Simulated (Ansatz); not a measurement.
# Structure relaxation of CsRe2

These are results of Ansatz 0.2.0, DFT PBE, scalar-relativistic, plane waves, PAW, not measurements. Cutoff 420 eV, Γ-centred k mesh, Gaussian smearing, no spin polarisation in the final step.

CsRe2 was placed on the fluorite structure type (Fm-3m, No. 225), with Cs in place of Ca, Re in place of F, at a guessed volume.

```xyz
3
Lattice="0.0000 3.3112 3.3112 3.3112 0.0000 3.3112 3.3112 3.3112 0.0000" Properties=species:S:1:pos:R:3 pbc="T T T"
Cs    0.0000    0.0000    0.0000
Re    1.6556    1.6556    1.6556
Re    4.9668    4.9668    4.9668
```

Cell and atoms relax at zero pressure; the relaxation can't lower the symmetry of the start. After a coarse first stage the cell is made exact in the group found at 0.06 Å.

The zero of energy is the elements' standard structures at the same level; no fitted shifts are applied.

Which crystal results?

It keeps Fm-3m (No. 225). The result has the fluorite structure. Conventional cell: a = 6.231 Å. Around Cs lie 8 Re at 2.70 Å; Re has 4 Cs at 2.70 Å and 6 Re at 3.12 Å.

```
Cs Re
1.0
     0.00000    3.11560    3.11560
     3.11560    0.00000    3.11560
     3.11560    3.11560    0.00000
Cs Re
1 2
Direct
  0.00000 0.00000 0.00000
  0.25000 0.25000 0.25000
  0.75000 0.75000 0.75000
```

What are its volume, energy, density and gap?

The volume per atom is 20.16 Å³ and the density is 13.87 g/cm³. The energy over the elements is 3.63 eV/atom and the gap on the 14×14×14 mesh is 0 eV (a metal).

The final run used a 14×14×14 mesh on its 3-atom cell and 0.10 eV smearing. The k mesh leaves about 4 meV/atom of noise in metals. Spin–orbit coupling is left out. A structure relaxed within its symmetry needn't be a true minimum.

Cost: 4 runs of about 0.44 core-minutes in all, on Intel Xeon Platinum 8488C (Sapphire Rapids) (shared hosts).